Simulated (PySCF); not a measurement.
Electric field gradients and quadrupole coupling constants

Species: C₅H₇S (charge -1).
Z-matrix (Å and degrees, GFN2-xTB geometry), rows numbered from 1:
```
S 
C   1  1.7005
C   2  1.3458  1  126.53
C   3  1.4704  2  123.41  1   179.95
C   4  1.5092  3  121.20  2  -144.55
C   5  1.5005  4   60.19  3  -110.24
H   2  1.0938  1  115.21  3   179.88
H   3  1.0822  2  119.75  1    -0.13
H   4  1.0871  3  113.53  2    -0.18
H   5  1.0826  4  119.17  6  -107.76
H   5  1.0806  4  117.83  6   107.83
H   6  1.0807  4  117.83  5  -107.80
H   6  1.0825  4  119.22  5   107.79
```

Field gradients from the PBE0/pcSseg-1 density (PySCF, non-relativistic), principal values in atomic units, ordered |Vxx| ≤ |Vyy| ≤ |Vzz|:

| atom | Vxx | Vyy | Vzz |
| --- | --- | --- | --- |
| S1 | -0.5121 | -1.7482 | 2.2603 |

Question: Find the asymmetry η = (Vxx − Vyy)/Vzz and the couplings χ = eQV/h (234.96 MHz × Q in barn × V in au), with Q(33S) = −0.0678 b.

Answer: 
```csv
atom,environment,nucleus,η,χzz (MHz),χxx (MHz),χyy (MHz)
S1,sulfur bonded to C,33S,0.55,-36.01,8.16,27.85
```

The tensor is traceless: Vxx + Vyy + Vzz = 0.

Question: What is Vzz at S1 in SI units (1 au = 9.71736 × 10²¹ V/m²)?

Answer: 2.2603 au = 21.964 × 10²¹ V/m².

Were the hydrogens deuterons (Q(2H) = 0.00286 b), χzz would run from 212 kHz (H7) to 225 kHz (H8, H11 and H13).

Geometry: GFN2-xTB, one conformer, isolated ion. The pcSseg-1 basis has no diffuse functions, a weakness for an anion. The HOMO energy is positive at this level (+0.28 eV), so the outermost electrons may be held by the finite basis alone. GFN2-xTB bond lengths can be off by several hundredths of an ångström, more for odd bonds, and the gradients follow them. With so small a basis the couplings can be 20 % off.

The run behind these numbers computed NMR shieldings as well. The run took 22 s wall on one thread of an Intel Xeon Platinum 8259CL at 2.50 GHz, no GPU, shared host with 96 logical CPUs at a one-minute load of 61, and the process peaked at 0.72 GiB of memory.
